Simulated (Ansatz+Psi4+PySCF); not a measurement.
A calculation with PySCF 2.14.0.

```python
from pyscf import gto, scf, mp

mol = gto.M(atom="""
C -0.056200 0.668390 0.001340
O -0.037990 -0.758420 -0.004050
H -1.085060 0.971910 0.005710
H 0.872160 -1.055300 0.003560
H 0.428220 1.083890 0.894600
H 0.436620 1.075890 -0.882850
""", basis='cc-pvtz', charge=1, spin=1)
mf = scf.UHF(mol)
mf.kernel()
pt = mp.MP2(mf, frozen=2).run()
print(mf.e_tot, pt.e_corr, pt.e_tot)
```

The script is written out from the run's settings.

Results

| Quantity | Value |
| --- | --- |
| Converged | yes |
| Reference energy | -114.73555 hartree |
| Correlation energy | -0.36737 hartree |
| Total energy | -115.10292 hartree |
| Spin squared of the determinant | 0.761 |

Messages of the program:
```
WARN: HOMO -0.359667309286106 >= LUMO -0.359667309286106
WARN: HOMO -0.359667309286106 >= LUMO -0.359667309286106
```
